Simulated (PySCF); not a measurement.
Species: C4H12NP.
Structure used (PBE0-D3(BJ)/def2-SVP), in Å, numbered top down from 1:
```
atom  x, y, z in Å
C1    -1.8467    0.6211    0.2344
N2    -0.7310   -0.1870   -0.2057
C3    -1.1390   -1.5562   -0.4353
P4     0.6939   -0.0542    0.8351
C5     1.0955    1.7241    0.5434
C6     1.9468   -0.7752   -0.3138
H7    -2.6563    0.5608   -0.5118
H8    -1.5600    1.6796    0.3135
H9    -2.2730    0.3079    1.2133
H10   -0.3105   -2.1486   -0.8498
H11   -1.9528   -1.5737   -1.1791
H12   -1.5076   -2.0752    0.4767
H13    2.1317    1.8963    0.8728
H14    1.0011    1.9833   -0.5233
H15    0.4488    2.3818    1.1414
H16    1.8136   -0.3894   -1.3370
H17    1.8896   -1.8731   -0.3251
H18    2.9477   -0.5043    0.0560
```

Computed with PySCF at CAM-B3LYP/def2-SVPD, non-relativistic, on one gas-phase PBE0-D3(BJ)/def2-SVP geometry that isn't relaxed in the solvent. The solvent is an IEF-PCM continuum (van der Waals radii × 1.2), and excitations are vertical TDDFT with non-equilibrium linear response and a frozen core. The model holds no explicit solvent molecules, cavitation or dispersion.

Gas-phase singlets (H = HOMO, L = LUMO):

```tsv
state	E (eV)	λ (nm)	f	leading configurations
S1	5.627	220	0.125	H→L+2 62%, H→L+3 33%
S2	5.731	216	0.013	H→L 92%
S3	5.775	215	0.066	H→L+1 87%
S4	6.417	193	0.018	H→L+3 60%, H→L+2 32%
S5	6.898	180	0.006	H→L+4 66%, H→L+7 23%
```

**Question.** How does the list change in cyclohexane (ε = 2.017)?

**Answer.** 
```csv
state,E (eV),λ (nm),f,leading configurations,change by rank (eV)
S1,5.573,222,0.164,"H→L+2 65%, H→L+3 30%",-0.054
S2,5.773,215,0.092,"H→L+1 84%, H→L+7 9%",+0.042
S3,5.819,213,0.015,H→L 90%,+0.044
S4,6.510,190,0.029,"H→L+3 62%, H→L+2 29%",+0.093
S5,6.943,179,0.109,"H→L+4 46%, H→L+5 30%",+0.045
```

**Question.** Give the list for chloroform (ε = 4.711), n² = 2.09.

**Answer.** 
```tsv
state	E (eV)	λ (nm)	f	leading configurations	change by rank (eV)
S1	5.598	221	0.164	H→L+2 69%, H→L+3 27%	-0.029
S2	5.821	213	0.097	H→L+1 86%, H→L+7 9%	+0.090
S3	5.905	210	0.015	H→L 92%	+0.130
S4	6.607	188	0.036	H→L+3 64%, H→L+2 26%	+0.190
S5	6.960	178	0.285	H→L+5 85%	+0.062
```

**Question.** How do the frontier levels move from gas to chloroform?

**Answer.** 
```
orbital  gas (eV)  solvent (eV)  change (eV)                  Löwdin shares, gas              Löwdin shares, solvent
 LUMO+2      1.74          1.82        +0.08  P4 13 %, C3 12 %, C1 12 %, H12 7 %   P4 17 %, C3 12 %, C1 11 %, C5 7 %
 LUMO+1      1.69          1.79        +0.10  P4 14 %, C6 12 %, C5 12 %, H17 7 %  P4 16 %, C6 13 %, C5 12 %, H17 7 %
   LUMO      1.42          1.57        +0.15   C5 13 %, C6 12 %, C1 10 %, C3 9 %   C5 12 %, C6 12 %, C1 10 %, C3 9 %
   HOMO     -6.91         -6.96        -0.05    N2 36 %, P4 35 %, C6 6 %, C5 6 %    N2 37 %, P4 34 %, C6 6 %, C5 6 %
 HOMO-1     -9.04         -9.04         0.00    P4 30 %, N2 28 %, C3 7 %, C1 7 %    P4 31 %, N2 26 %, C3 7 %, C1 7 %
 HOMO-2    -10.70        -10.60        +0.10  C6 25 %, C5 24 %, P4 22 %, H17 7 %  C6 25 %, C5 24 %, P4 22 %, H17 7 %
 HOMO-3    -10.88        -10.79        +0.09  N2 27 %, P4 14 %, C3 10 %, C1 10 %  N2 27 %, P4 14 %, C3 10 %, C1 10 %
```

The HOMO–LUMO gap goes from 8.33 to 8.53 eV.

The run took 37 s of wall time on an Arm Neoverse V1 with one thread, shared host with 64 logical CPUs at a one-minute load of 23, and the process peaked at 1.2 GiB of memory. This is the whole response run at CAM-B3LYP/def2-SVPD in chloroform, SCF included.
